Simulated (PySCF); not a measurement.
## Static response to an electric field

Species: C3H3NOS.
Geometry (PBE0-D3(BJ)/def2-SVP, Å), atoms numbered from 1 in this order:
```xyz
9
C3H3NOS angstrom
S      2.0657    0.5620   -0.1987
C      0.3650    0.1483   -0.1076
C     -0.2648   -1.0324    0.3866
N     -1.5653   -0.9645    0.2860
O     -1.8377    0.2403   -0.2678
C     -0.7015    0.9049   -0.5032
H      2.5110   -0.6012    0.3182
H      0.1991   -1.9234    0.8101
H     -0.7975    1.8923   -0.9490
```

Level: CAM-B3LYP/def2-SVPD (PySCF), static field, nuclei fixed, core orbitals frozen in the response. The polarisability tensor in these axes (au):

```
x   79.69  1.56  1.25
y    1.56 61.30 -7.99
z    1.25 -7.99 46.84
```

Q: Give the principal values, the mean and the anisotropy Δα = √{½[(α1 − α2)² + (α2 − α3)² + (α1 − α3)²]}.

A: Principal values 43.21, 64.78 and 79.83 au; mean 62.61 au = 9.28 Å³ = 10.32 × 10⁻⁴⁰ C²·m²/J; Δα = 31.88 au (51 % of the mean).

Q: What is the dipole moment, and where does it point?

A: (2.31, 0.36, -0.05) D, 2.33 D in size, pointing from the negative to the positive side. Measured along this direction, the outermost atoms are O5 and N4 at the negative end and H7 at the positive end.

Q: Estimate the molar refractivity from the static electronic polarisability.

A: Lorentz–Lorenz: R = (4π/3)N_A α = 2.5225 cm³/(mol·Å³) × 9.28 Å³ = 23.4 cm³/mol, in the limit of long wavelengths.

Q: Find the Langevin capture rate constant for H3+ (3.023 u) meeting this molecule (100.994 u), k = 2.342 × 10⁻⁹ cm³/s × √(α in Å³ / reduced mass in u).

A: The reduced mass is 2.94 u, so k = 4.16 × 10⁻⁹ cm³/s. The formula leaves out the permanent dipole, which adds to the capture rate.

Q: Give the principal axes and the span of the nuclei along them.

A: Largest value along (1.00, 0.08, 0.02), where the nuclei span 4.28 Å; middle along (-0.06, 0.91, -0.41), 4.25 Å; least along (-0.05, 0.41, 0.91), 0.02 Å. 

Q: How large is μ²/3kT at 400 K beside α?

A: In Gaussian units μ²/3kT = 32.89 Å³ against 9.28 Å³, a ratio of 3.55; the Debye molar polarisation (4π/3)N_A(α + μ²/3kT) is 106.4 cm³/mol, leaving out the vibrational part.

The structure is a single PBE0-D3(BJ)/def2-SVP conformer in the gas phase; no vibrational or solvent corrections.
